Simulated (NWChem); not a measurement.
All runs are NWChem calculations. System: P, charge 0, spin multiplicity 4. Its SCF solution wasn't tested for a lower state. Level: UMP2/def2-TZVP, 5 core orbitals frozen.

Part of the output:

```
             Northwest Computational Chemistry Package (NWChem) 7.3.0
             --------------------------------------------------------

                                NWChem Input Module
                                -------------------

 Scaling coordinates for geometry "geometry" by  1.889725989
 (inverse scale =  0.529177249)

                             Geometry "geometry" -> ""
                             -------------------------

 Output coordinates in angstroms (scale by  1.889725989 to convert to a.u.)

  No.       Tag          Charge          X              Y              Z
 ---- ---------------- ---------- -------------- -------------- --------------
    1 P                   15.0000     0.00000000     0.00000000     0.00000000

 Effective nuclear repulsion energy (a.u.)       0.0000000000

            Nuclear Dipole moment (a.u.)
            ----------------------------
        X                 Y               Z
 ---------------- ---------------- ----------------
     0.0000000000     0.0000000000     0.0000000000

      Symmetry information
      --------------------

 Group name             D2h
 Group number             26
 Group order               8
 No. of unique centers     1

      Symmetry unique atoms

     1


 Summary of "ao basis" -> "" (spherical)
 ------------------------------------------------------------------------------
       Tag                 Description            Shells   Functions and Types
 ---------------- ------------------------------  ------  ---------------------
 *                         def2-tzvp                  on all atoms

 Summary of "ao basis" -> "ao basis" (spherical)
 ------------------------------------------------------------------------------
       Tag                 Description            Shells   Functions and Types
 ---------------- ------------------------------  ------  ---------------------
 P                         def2-tzvp                13       37   5s5p2d1f

                                 NWChem SCF Module
                                 -----------------

  ao basis        = "ao basis"
  functions       =    37
  atoms           =     1
  alpha electrons =     9
  beta  electrons =     6
  charge          =   0.00
  wavefunction    = UHF
  use symmetry    = T
  symmetry adapt  = T

 Summary of "ao basis" -> "ao basis" (spherical)
 ------------------------------------------------------------------------------
       Tag                 Description            Shells   Functions and Types
[...]
     2   0 2 0    -10.061660     -8.199718     -1.861943      0.000000
     2   0 1 1     -0.000000     -0.000000      0.000000      0.000000
     2   0 0 2    -10.061660     -8.199718     -1.861943      0.000000

                   NWChem MP2 Semi-direct Energy/Gradient Module
                   ---------------------------------------------

  Basis functions       =     37
  Molecular orbitals    =     37
  Frozen core           =      5
  Frozen virtuals       =      0
  Active alpha occupied =      4
  Active beta occupied  =      1
  Active alpha virtual  =     28
  Active beta virtual   =     31
  Use MO symmetry       = T
  Use skeleton AO sym   = T

  AO/Fock/Back tols     =   1.0D-09  1.0D-09  1.0D-09

 GA uses MA = F    GA memory limited = T

 Available:
  local mem=  1.26D+08
 global mem=  1.44D+08
 local disk=  0.00D+00
  mp2_memr nvloc                    28
  nvloc new                    28
   1 passes of   4:        3145728                       8390                    270099.
   1 passes of   4: M    126153457           G      144176462           F     123007729.

 Semi-direct pass number   1 of   1  for UHF alpha       at        0.5s
  vrange nnbf                   703
  mp2_eaftype                    10  avail_ma_in_mb                  1099
 EAF : mp2_eaftype filesize          10     135050.
  mp2_eaf for mointskh                     10
Node 0 wrote      0.6 Mb in      0.0 s     Agg I/O rate:  1069.5 Mb/s
 Done moints_semi at        0.8s
  mp2_eaftype                    10  avail_ma_in_mb                  1089
 EAF : mp2_eaftype filesize          10     135050.
  mp2_eaf for kh                    10
 Done maket at        0.8s
 Done multipass loop at        0.8s

 GA uses MA = F    GA memory limited = T

 Available:
  local mem=  1.26D+08
 global mem=  1.44D+08
 local disk=  0.00D+00
  mp2_memr nvloc                    31
  nvloc new                    31
   1 passes of   1:        3145728                       4342                     76493.
   1 passes of   1: M    126153457           G      144176462           F     123007729.

 Semi-direct pass number   1 of   1  for UHF beta        at        0.8s
  vrange nnbf                   703
  mp2_eaftype                    10  avail_ma_in_mb                  1099
 EAF : mp2_eaftype filesize          10      38247.
  mp2_eaf for mointskh                     10
Node 0 wrote      0.2 Mb in      0.0 s     Agg I/O rate:  1143.1 Mb/s
 Done moints_semi at        1.1s
  mp2_eaftype                    10  avail_ma_in_mb                  1089
 EAF : mp2_eaftype filesize          10      38247.
  mp2_eaf for kh                    10
 Done maket at        1.1s
 Done multipass loop at        1.1s

          -------------------------------------------
          SCF energy                -340.709862624271
          Correlation energy          -0.081383056179
          Singlet pairs                0.000000000000
          Triplet pairs                0.000000000000
          Total MP2 energy          -340.791245680450
          -------------------------------------------

          ---------------------------------------------------
                    Spin Component Scaled (SCS) MP2
          Same spin pairs                     -0.022269579974
          Same spin scaling factor             0.333333333333
          Opposite spin pairs                 -0.059113476205
          Opposite spin scaling fact.          1.200000000000
          SCS-MP2 correlation energy          -0.078359364771
          Total SCS-MP2 energy              -340.788221989042
          ---------------------------------------------------

 -----------------------
 Performance information
 -----------------------

 Timer overhead =  1.37D-07 seconds/call

               Nr. of calls         CPU time (s)                 Wall time (s)                GFlops
             ---------------    -------------------     ------------------------------   -------------------
Name         Min   Avg   Max    Min     Avg     Max     Min     Avg     Max   Mx/calls   Min     Max     Sum
mp2: moin     2     2     2   0.54    0.54    0.54     0.54    0.54    0.54    0.27      0.0     0.0     0.0
mp2: make     2     2     2   6.80E-3 6.80E-3 6.80E-3  6.80E-3 6.80E-3 6.80E-3 3.40E-3   0.0     0.0     0.0
mp2: tota     1     1     1   0.63    0.63    0.63     0.63    0.63    0.63    0.63      0.0     0.0     0.0

 The average no. of pstat calls per process was 5.00D+00
 with a timing overhead of 6.83D-07s

 Task  times  cpu:        1.0s     wall:        1.0s

 Total times  cpu:        1.1s     wall:        1.1s
```

Problem. Write an NWChem input that would produce this output.

Solution. Several could match; the one computed here: 
```
start mol
memory heap 200 mb stack 900 mb global 1100 mb
geometry units angstroms nocenter noautoz
  P      0.000000     0.000000     0.000000
  symmetry group D2h
end
basis spherical
  * library def2-tzvp
end
scf
  uhf
  nopen 3
  maxiter 100
  thresh 1e-7
  semidirect memsize 60000000 filesize 0
  # guess.movecs holds the orbitals of an unrestricted PBE0 run
  vectors input guess.movecs output mol.movecs
end
mp2
  freeze core 5
end
task mp2 energy
```
